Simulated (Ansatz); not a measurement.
Reaction: CHN (SMILES [C-]#[NH+]) → CN (SMILES [C-]#[N+], doublet) + H (doublet) (the H-N bond breaks)
Each species at its own B3LYP-D3(BJ)/def2-TZVP minimum (Ansatz, a first-principles code).

Total energies in hartree (Ansatz). Open shells are spin-unrestricted; no spin-orbit coupling. Correlated methods leave the cores frozen. No relativity. Where a partner has so few electrons that a lower coupled-cluster level is exact, that level stands in. The UHF reference of CN ([C-]#[N+], doublet) is spin-contaminated (<S^2> up to 0.37 over the pure value in the sets run).

| species | HF/cc-pVTZ | CCSD(T)/cc-pVTZ | HF/cc-pVQZ | CCSD(T)/cc-pVQZ | CCSDT(Q)/cc-pVQZ |
|---|---|---|---|---|---|
| 1: CHN (methanidylidyneazanium, SMILES [C-]#[NH+]) | -92.89264 | -93.25116 | -92.89921 | -93.27754 | -93.27877 |
| 2: CN (SMILES [C-]#[N+], doublet) | -92.23520 | -92.56541 | -92.24165 | -92.58980 | -92.59427 |
| 3: H (doublet) | -0.49981 | -0.49981 | -0.49995 | -0.49995 | -0.49995 |

Work out the bond dissociation energy (electronic) in kcal/mol: take Hartree-Fock from cc-pVQZ, extrapolate the CCSD(T) correlation energy as X^-3 (X = 3, 4), and add CCSDT(Q) - CCSD(T) in cc-pVQZ. 1 hartree = 627.51 kcal/mol.


Species 1: correlation (64·(-0.37833) - 27·(-0.35852))/37 = -0.39279; step -0.00123; E1 = -92.89921 + (-0.39279) + (-0.00123) = -93.29323
Species 2: correlation (64·(-0.34815) - 27·(-0.33021))/37 = -0.36124; step -0.00447; E2 = -92.24165 + (-0.36124) + (-0.00447) = -92.60736
Species 3: correlation (64·(0.00000) - 27·(0.00000))/37 = 0.00000; step +0.00000; E3 = -0.49995 + (0.00000) + (+0.00000) = -0.49995
-1·E1 +1·E2 +1·E3 = 0.18592 hartree = 116.7 kcal/mol.
